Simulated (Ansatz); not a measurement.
# What a trial cell of RbCu3 relaxes into

Theory: DFT PBE, scalar-relativistic, plane waves, PAW in Ansatz 0.2.0.

RbCu3 was placed on the Cu3Au (L1_2) structure type (Pm-3m, No. 221), with Rb in place of Au, at a guessed volume.

Input of the last, converged step (default PAW datasets):

```yaml
crystal:
  lattice:
    - [4.264970705, 0.0, 0.0]
    - [0.0, 4.264970705, 0.0]
    - [0.0, 0.0, 4.264970705]
  atoms:
    - { symbol: Rb, position: [0.0, 0.0, 0.0] }
    - { symbol: Cu, position: [0.0, 0.5, 0.5] }
    - { symbol: Cu, position: [0.5, 0.0, 0.5] }
    - { symbol: Cu, position: [0.5, 0.5, 0.0] }
basis:
  ecutwfc: 420
kpoints:
  mp_grid: { grid: [12, 12, 12] }
hamiltonian:
  xc: pbe
scf:
  occupations: { method: gaussian, width: 0.1 }
output:
  forces: true
  stress: true
  eigenvalues: true
relax:
  adjacent_minimum: "off"
  f_tol: 0.01
  max_steps: 80
  cell: { stress_tol: 0.05 }
```

Launched as:

```bash
ansatz run input.yaml --threads 1 --pin off --max-ram 2560MiB --backend cpu --events-out ev --progress --plain --runs-dir out
```

The run took 64 s on 1 thread of Arm Neoverse V1, with other jobs on the host, peak memory 0.47 GiB.

End of the output:

```
SCF converged after 8 iterations
Free energy (F): -23139.050893 eV
Harris-Foulkes:  -23139.050893 eV  (|F-HF|=0.00e0)
Internal energy: -23139.038860 eV  (E = F + TS)
E sigma→0 (E₀):  -23139.044876 eV
Entropy (-TS):   -0.012033 eV (-3.008 meV/atom)
Fermi energy:    9.591856 eV
--- Per-component energies (eV) ---
  E_band       = -1490.165114
  E_kinetic    = 1093.340636
  E_local      = -15984.773205  (includes V_loc(G=0)·N_el)
  E_nonlocal   = 1367.591423
  E_hartree    = 6971.658389
  E_xc         = -392.640458
  E_vxc        = -474.561215  (∫ρ·V_xc dr)
  E_paw        = -7629.560455  (= ΣΔE_a)
  E_vpaw       = -1435.080753  (= ΣTr[D̂ρ^β])
  E_aug_tail   = 0.000967  (compensation charges beyond the density's cutoff)
  E_ewald      = -8564.656157
  E_smearing   = -0.012033  (= −TS)
  E_closure    = 0.000000  (closes the sum)
  Σ components = -23139.050893   (vs F -23139.050893, Δ=0.00e0)
--- Forces (eV/Å), atoms counted from 1 ---
  atom   1  Rb     0.00000000     0.00000000     0.00000000
  atom   2  Cu     0.00000000     0.00000000     0.00000000
  atom   3  Cu     0.00000000     0.00000000     0.00000000
  atom   4  Cu     0.00000000     0.00000000     0.00000000
  max |Σ_I F_I| component: 3.10e-29 eV/Å
--- Stress (GPa, compression-positive) ---
        0.019920       0.000000       0.000000
        0.000000       0.019920       0.000000
        0.000000       0.000000       0.019920
  P = ⅓ Tr σ = 0.0199 GPa (0.199 kbar)
--- Relaxed structure (3 steps of the walk, 3 accepted, 1 SCFs on fresh bases) ---
  F+E_penalty+E_count = -23139.05089273 eV   max|allowed force component| = 9.072e-30 eV/Å   (the final SCF, on the basis selected at the relaxed cell)
  cell:  # Å, volume = 81.7138 Å³
    - [4.339421, 0.000000, 0.000000]
    - [0.000000, 4.339421, 0.0]
    - [0.000000, 0.0, 4.339421]
  atoms:
    - { symbol: Rb, position: [0.000000, 0.000000, 0.000000] }
    - { symbol: Cu, position: [0.000000, 0.5, 0.5] }
    - { symbol: Cu, position: [0.5, 0.000000, 0.5] }
    - { symbol: Cu, position: [0.5, 0.5, 0.000000] }
```

Absolute energies hang on the potentials; compare differences alone.

The result has space group Pm-3m (No. 221). Around Rb lie 12 Cu at 3.07 Å; Cu has 4 Rb at 3.07 Å and 8 Cu at 3.07 Å.

Against the elements it lies at 0.96 eV/atom. The zero of energy is the elements' standard structures at the same level; no fitted shifts are applied.

For metals, differences of a few meV/atom aren't resolved.

Symmetry constrained the relaxation, so the result can be a saddle point.